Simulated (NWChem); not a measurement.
System: Li anion

Parts of the log:

```
             Northwest Computational Chemistry Package (NWChem) 7.3.0
             --------------------------------------------------------

                             Geometry "geometry" -> ""
                             -------------------------

 Output coordinates in angstroms (scale by  1.889725989 to convert to a.u.)

  No.       Tag          Charge          X              Y              Z
 ---- ---------------- ---------- -------------- -------------- --------------
    1 Li                   3.0000     0.00000000     0.00000000     0.00000000

 Effective nuclear repulsion energy (a.u.)       0.0000000000

                                 NWChem DFT Module
                                 -----------------

 Summary of "ao basis" -> "ao basis" (spherical)
 ------------------------------------------------------------------------------
       Tag                 Description            Shells   Functions and Types
 ---------------- ------------------------------  ------  ---------------------
 Li                         6-31+g*                  8       18   4s3p1d

            General Information
            -------------------
          SCF calculation type: DFT
          Wavefunction type:  closed shell.
          No. of atoms     :     1
          No. of electrons :     4
           Alpha electrons :     2
            Beta electrons :     2
          Charge           :    -1
          Spin multiplicity:     1
          Use of symmetry is: off; symmetry adaption is: off
          Maximum number of iterations: 150
          AO basis - number of functions:    18
                     number of shells:     8
          Convergence on energy requested:  1.00D-06
          Convergence on density requested:  1.00D-05
          Convergence on gradient requested:  5.00D-04

              XC Information
              --------------
                          N12 Method XC Functional
                           N12 Exchange Functional  1.000
                         N12 Correlation Potential  1.000

             Grid Information
             ----------------
          Grid used for XC integration:  medium
          Radial quadrature: Mura-Knowles
          Angular quadrature: Lebedev.
          Tag              B.-S. Rad. Rad. Pts. Rad. Cut. Ang. Pts.
          ---              ---------- --------- --------- ---------
          Li                  1.45       49          19.0       434
          Grid pruning is: on
          Number of quadrature shells:    49
          Spatial weights used:  Erf1

      Superposition of Atomic Density Guess
      -------------------------------------

 Sum of atomic energies:          -7.43147179

 Renormalizing density from       3.00 to      4

      Non-variational initial energy
      ------------------------------

 Total energy =      -8.784425
 1-e energy   =     -12.964932
 2-e energy   =       4.180507
 HOMO         =       0.094549
 LUMO         =       0.098255

     ---------------------------------------------
      Total Density - Mulliken Population Analysis
     ---------------------------------------------

    Atom       Charge   Shell Charges
 -----------   ------   -------------------------------------------------------
    1 Li   3     4.00   1.99  0.17  0.00 -0.38 -0.00  2.23  0.00  0.00

   convergence    iter        energy       DeltaE   RMS-Dens  Diis-err
 ---------------- ----- ----------------- --------- --------- ---------
 d= 0,ls=0.0,diis     1     -7.4710980415 -7.47D+00  1.68D-01  2.82D-02
 d= 0,ls=0.0,diis     2     -7.5085775222 -3.75D-02  5.60D-02  1.64D-02
 d= 0,ls=0.0,diis     3     -7.5357071194 -2.71D-02  1.51D-02  1.75D-04
 d= 0,ls=0.0,diis     4     -7.5361316009 -4.24D-04  1.20D-02  5.71D-05
 d= 0,ls=0.0,diis     5     -7.5361732190 -4.16D-05  2.54D-03  1.10D-05
  Resetting Diis
 d= 0,ls=0.0,diis     6     -7.5362027225 -2.95D-05  1.33D-03  1.79D-06
 d= 0,ls=0.0,diis     7     -7.5362079881 -5.27D-06  1.14D-04  6.37D-09
 d= 0,ls=0.0,diis     8     -7.5362080055 -1.74D-08  2.09D-05  4.55D-09
 d= 0,ls=0.0,diis     9     -7.5362080096 -4.09D-09  2.67D-05  3.21D-10
 d= 0,ls=0.0,diis    10     -7.5362080103 -6.72D-10  1.04D-07  2.81D-14

         Total DFT energy =       -7.536208010275
      One electron energy =      -10.238744956540
           Coulomb energy =        4.651310675614
    Exchange-Corr. energy =       -1.948773729349
 Nuclear repulsion energy =        0.000000000000

 Numeric. integr. density =        3.999999866460

                       DFT Final Molecular Orbital Analysis
                       ------------------------------------

 Vector    1  Occ=2.000000D+00  E=-1.764238D+00
              MO Center= -4.9D-17, -7.6D-18,  1.1D-17, r^2= 1.3D-01
   Bfn.  Coefficient  Atom+Function         Bfn.  Coefficient  Atom+Function
  ----- ------------  ---------------      ----- ------------  ---------------
     1      0.998811  1 Li s                  2      0.035439  1 Li s

 Vector    2  Occ=2.000000D+00  E= 3.958840D-02
              MO Center=  3.2D-13,  1.5D-13,  4.5D-14, r^2= 1.1D+01
   Bfn.  Coefficient  Atom+Function         Bfn.  Coefficient  Atom+Function
  ----- ------------  ---------------      ----- ------------  ---------------
     6      0.558454  1 Li s                 10      0.432801  1 Li s
     1     -0.159547  1 Li s                  2      0.136244  1 Li s

 Vector    3  Occ=0.000000D+00  E= 7.050789D-02
              MO Center= -2.0D-15,  2.6D-15,  1.1D-14, r^2= 4.4D+01
   Bfn.  Coefficient  Atom+Function         Bfn.  Coefficient  Atom+Function
  ----- ------------  ---------------      ----- ------------  ---------------
    13      0.909831  1 Li pz                11     -0.212121  1 Li px
    12      0.203502  1 Li py                 5      0.127718  1 Li pz
     3     -0.029777  1 Li px                 4      0.028567  1 Li py

 Vector    4  Occ=0.000000D+00  E= 7.050789D-02
              MO Center=  8.7D-15, -1.8D-14,  6.0D-15, r^2= 4.4D+01
   Bfn.  Coefficient  Atom+Function         Bfn.  Coefficient  Atom+Function
  ----- ------------  ---------------      ----- ------------  ---------------
    12      0.831983  1 Li py                11     -0.382418  1 Li px
    13     -0.275248  1 Li pz                 4      0.116790  1 Li py
     3     -0.053682  1 Li px                 5     -0.038638  1 Li pz

 Vector    5  Occ=0.000000D+00  E= 7.050789D-02
              MO Center=  3.0D-13,  1.5D-13,  3.6D-14, r^2= 4.4D+01
   Bfn.  Coefficient  Atom+Function         Bfn.  Coefficient  Atom+Function
  ----- ------------  ---------------      ----- ------------  ---------------
    11      0.850272  1 Li px                12      0.424961  1 Li py
     3      0.119357  1 Li px                13      0.103184  1 Li pz
     4      0.059654  1 Li py

     ---------------------------------------------
      Total Density - Mulliken Population Analysis
     ---------------------------------------------

    Atom       Charge   Shell Charges
 -----------   ------   -------------------------------------------------------
    1 Li   3     4.00   2.00  0.23  0.00  1.03  0.00  0.73  0.00  0.00

     -------------------------------------------
      Total Density - Lowdin Population Analysis
     -------------------------------------------

    Atom       Charge   Shell Charges
 -----------   ------   -------------------------------------------------------
    1 Li   3     4.00   1.99  0.44  0.00  0.82  0.00  0.74  0.00  0.00
```

Level: N12/6-31+G* (spherical d). The highest occupied level is positive, so the extra electron may be held by the finite basis.

Q: Which NWChem input produces such a log?

A: One answer among several that fit: the input that was run:
```
start job
memory heap 200 mb stack 900 mb global 1100 mb
charge -1
geometry units angstroms noautoz
  Li     0.000000     0.000000     0.000000
end
basis spherical
  * library 6-31+g*
end
dft
  xc n12
  iterations 150
  mulliken
end
task dft energy
```
